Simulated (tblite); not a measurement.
Species: C4H7 (doublet state).
SMILES: `C[C]1CC1`

Method: GFN2-xTB as coded in tblite; computed harmonic values from a numerical Hessian at the method's own geometry, unscaled. The method is semi-empirical: single wavenumbers can be off by several per cent or more. Open shells enter through the occupations alone, without spin polarisation, and single modes of such species can be off by tens of per cent.

Harmonic wavenumbers (cm⁻¹): 99.6, 242.0, 316.1, 766.2, 787.9, 840.0, 927.5, 963.7, 1033.8, 1053.0, 1057.3, 1095.6, 1132.2, 1138.4, 1384.4, 1421.6, 1429.5, 1457.4, 1472.9, 1523.8, 2867.2, 2990.6, 2999.4, 3006.4, 3009.8, 3046.2, 3050.6.

A = 17846, B = 6374, C = 5319 MHz; mass 55.055 u (most abundant isotopes); point group Cs, symmetry number 1; spin multiplicity 2.

**Question.** What is the zero-point energy?

**Answer.** Half the sum of the wavenumbers: 20557 cm⁻¹ = 245.91 kJ/mol.

**Question.** What is S at 298.15 K and 1 bar for an ideal gas of classical rigid rotors and harmonic oscillators?

**Answer.** Translation 158.85, rotation 99.53, vibration 33.21, spin (R ln 2) 5.76: S = 297.4 J/(mol K).

**Question.** And Cp and H(298.15 K) − H(0)?

**Answer.** Cp = 77.32 J/(mol K), of which vibrations give 44.06 (their classical limit is 27 R = 224.5); H(298.15 K) − H(0) = 15.59 kJ/mol without the zero-point energy, 5.67 from vibrations.

**Question.** What must be added to the electronic energy to get the Gibbs energy at 298.15 K and 1 bar?

**Answer.** ZPE + [H(298.15 K) − H(0)] − T·S = 245.91 + 15.59 − 88.66 = 172.84 kJ/mol.

**Question.** How do the functions run with temperature in this model?

**Answer.** 
```tsv
T (K)	S (J/(mol K))	Cp (J/(mol K))	H − H(0) (kJ/mol)	G − H(0) (kJ/mol)	ln q(vib)
150	255.1	51.5	6.26	-32.00	0.64
250	284.7	67.1	12.12	-59.05	1.35
400	323.3	100.4	24.64	-104.68	2.53
600	371.6	138.5	48.74	-174.24	4.36
900	435.6	176.4	96.42	-295.59	7.31
```

q(vib) and H(0) count from the zero-point level.

**Question.** Blend soft modes into free rotors: weight 1/[1 + (100 cm⁻¹/ν̃)⁴] for the oscillator and the rest for a rotor with moment μB/(μ + B), μ = h/(8π²ν), B = 10⁻⁴⁴ kg m². What vibrational entropy results?

**Answer.** 31.98 J/(mol K) in place of 33.21, which changes −T·S at 298.15 K by +0.37 kJ/mol.

**Question.** Which modes carry the vibrational entropy at 298.15 K?

**Answer.** 99.6 cm⁻¹: 14.49; 242.0 cm⁻¹: 7.48; 316.1 cm⁻¹: 5.57; 766.2 cm⁻¹: 0.99; 787.9 cm⁻¹: 0.91; 840.0 cm⁻¹: 0.74 J/(mol K); the other 21 give 3.04 together.

Hindered rotation and anharmonicity are outside this model.

Hardware: one thread, Arm Neoverse V1 (aarch64), no GPU, shared host. Cost: 0.14 s of wall time. The figure is for the frequency step alone.
